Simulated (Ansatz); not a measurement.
Molecule: HO₂ (charge 0, doublet). It need not be the lowest isomer of its formula. 
Structure (B3LYP-D3(BJ)/def2-TZVP (Ansatz, a program for electronic structure) minimum search):
SMILES: [O]O
```xyz
3

O      0.0587     0.7153    -0.0516
O      0.0423    -0.6096    -0.0011
H     -0.8076    -0.8455     0.4215
```
Charge 0, spin multiplicity 2.

Property: atomisation energy (electronic, to ground-state atoms), in kcal/mol. Valence correlation only, unless marked. Open shells are spin-unrestricted. Spin-orbit coupling is left out. No relativistic terms. The coupled-cluster limit lacks core correlation, which all-electron functionals hold. Basis-set limits of correlation are two-point, X^-3; Hartree-Fock from the larger set.

| level | program | atomisation energy (kcal/mol) |
|---|---|---|
| HF/cc-pVQZ | Ansatz | 71.5 |

Problem. Predict the CCSD(T)/CBS(aug-cc-pVTZ,aug-cc-pVQZ) result (Ansatz).

Solution. 175.0 kcal/mol
